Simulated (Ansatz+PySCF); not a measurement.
**doublet CHN(+): levels of theory in one basis**

```xyz
3

C     0.0000    0.0000   -0.0213
N     0.0000    0.0000    1.1861
H     0.0000    0.0000   -1.1648
```

Basis set: cc-pVTZ (spherical functions). Left uncorrelated: 2 orbitals. Correlation on ROHF uses semicanonical orbitals with singles. Charge 1, multiplicity 2.

Computed with Ansatz (development build ahead of 0.2.0) and PySCF 2.14.0; each method stands on the lowest determinant of its kind that the runs found.

| method | E − E(ROHF) (eV) | <S²> of the determinant |
| --- | --- | --- |
| ROHF | 0.00 | 0.75 |
| UHF | -0.09 | 0.79 |
| ROHF-MP2 | -7.66 | – |
| UHF-MP2 | -7.56 | 0.79 |

Task: What does ROHF-CCSD(T) give on the same scale?

Result: -8.57 eV.

Caution for ROHF-MP2, UHF-MP2: forces differ strongly between restricted and unrestricted references; MP2 on this radical cation hangs on the determinant chosen.
